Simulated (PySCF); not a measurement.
Where the electron goes

[P5]- (charge -1).
Z-matrix (Å and degrees, PBE0-D3(BJ)/def2-SVP geometry), rows numbered from 1:
```
P 
P   1  2.1031
P   2  2.1043  1  108.02
P   3  2.1040  2  107.97  1     0.23
P   4  2.1036  3  108.01  2    -0.26
```

The calculation used TDDFT wB97X-D/def2-SVPD, vertical, gas phase, core orbitals frozen in the response in PySCF.

Kohn–Sham orbitals with the atoms that hold most of them (Löwdin shares over 4%, at most four atoms):

| orbital | ε (eV) | atoms |
| --- | --- | --- |
| HOMO-3 | -4.19 | P4 37%, P1 29%, P2 21%, P3 9% |
| HOMO-2 | -4.19 | P5 36%, P3 31%, P2 19%, P1 11% |
| HOMO-1 | -4.01 | P4 31%, P2 26%, P1 21%, P5 12% |
| HOMO | -4.01 | P3 30%, P5 28%, P1 19%, P2 14% |
| LUMO | 3.81 | P3 30%, P4 30%, P2 16%, P5 16% |
| LUMO+1 | 3.81 | P1 33%, P5 24%, P2 24%, P4 10% |
| LUMO+2 | 5.82 | P3 27%, P5 24%, P1 20%, P2 16% |

Within 0.005 eV of a neighbour in this list lie HOMO-3/HOMO-2, HOMO-1/HOMO and LUMO/LUMO+1 (point group found: D5h); within a degenerate set the shares of single atoms can hang on how the components are chosen.

Problem. How does S1 compare with the orbital gap of 7.82 eV?

Solution. S1 is at 3.58 eV (f = 0.0000), 4.24 eV below the gap, made of HOMO-3/HOMO-2→LUMO/LUMO+1 (≥86%). S1/S2 lie within about 0.01 eV of each other. Its leading pair isn't HOMO and LUMO; the energies of that pair differ by 8.01 eV. 

Next come S2 at 3.58 eV (f 0.0000), HOMO-3/HOMO-2→LUMO/LUMO+1 (≥86%); S3 at 3.63 eV (f 0.0000), HOMO-3/HOMO-2→LUMO/LUMO+1 (≥85%); S4 at 3.63 eV (f 0.0000), HOMO-3/HOMO-2→LUMO/LUMO+1 (≥85%); S5 at 3.77 eV (f 0.0000), HOMO-1/HOMO→LUMO/LUMO+1 (≥80%).

Orbitals of the list HOMO-3 to LUMO+2 that lie within 0.01 eV of each other are written together with a slash and their weights summed (≥ marks a lower bound); for degenerate orbitals outside that list single weights are arbitrary.

Löwdin shares depend on the basis, the more so with diffuse functions.

One conformer stands for the species.
